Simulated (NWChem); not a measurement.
Spin states of NO

SMILES: O=[N]
```xyz
2

N      0.0000     0.0000     0.6093
O      0.0000     0.0000    -0.5331
```
Charge 0, spin multiplicity 2.

Everything below was run with NWChem. All single points use one geometry, from UPBE0/def2-SVP, a minimum by its harmonic frequencies.

Basis set: def2-TZVP. The gap is E(quartet) − E(doublet) at the geometry of the doublet, so a negative value puts the higher spin lower. Open shells are unrestricted, coupled cluster uses restricted open-shell references. The quartet is the single determinant that the SCF runs reached, with unpaired electrons in orbitals of symmetry a1 and b1 and b2 (C2v labels); it need not be the lowest quartet, which in molecules with degenerate π orbitals can need several determinants.

Relative cost: rough, from shared machines, SCF included, PBE = 1.

The correlated methods keep 2 core orbitals frozen. B3LYP has NWChem's definition, with VWN1-RPA local correlation. The structure started from a generated list of species. The unpaired electrons of the parent sit in orbitals of symmetry b1 (C2v labels of the run); other states weren't searched. No SCF solution was tested for a lower state. Open-shell Hartree-Fock references start from PBE0 orbitals; any time given for them includes that run. Coupled-cluster values serve here as a point of comparison, not as the truth.

```json
[
 {"method": "PBE", "vertical doublet-quartet gap (kcal/mol)": "(withheld)", "relative cost": "1"},
 {"method": "B3LYP", "vertical doublet-quartet gap (kcal/mol)": "142.8", "relative cost": "under 3"},
 {"method": "r2SCAN", "vertical doublet-quartet gap (kcal/mol)": "136.3", "relative cost": "under 3"},
 {"method": "M06-2X", "vertical doublet-quartet gap (kcal/mol)": "(withheld)", "relative cost": "under 3"},
 {"method": "HF", "vertical doublet-quartet gap (kcal/mol)": "(withheld)", "relative cost": "under 3"},
 {"method": "B2PLYP", "vertical doublet-quartet gap (kcal/mol)": "146.4", "relative cost": "under 3"},
 {"method": "MP2", "vertical doublet-quartet gap (kcal/mol)": "151.1", "relative cost": "under 3"},
 {"method": "CCSD(T)", "vertical doublet-quartet gap (kcal/mol)": "(withheld)", "relative cost": "20"}
]
```

**Question.** What belongs in the gaps?

**Answer.** 
- PBE, vertical doublet-quartet gap (kcal/mol): 141.7
- M06-2X, vertical doublet-quartet gap (kcal/mol): 143.2
- HF, vertical doublet-quartet gap (kcal/mol): 119.0
- CCSD(T), vertical doublet-quartet gap (kcal/mol): 148.0
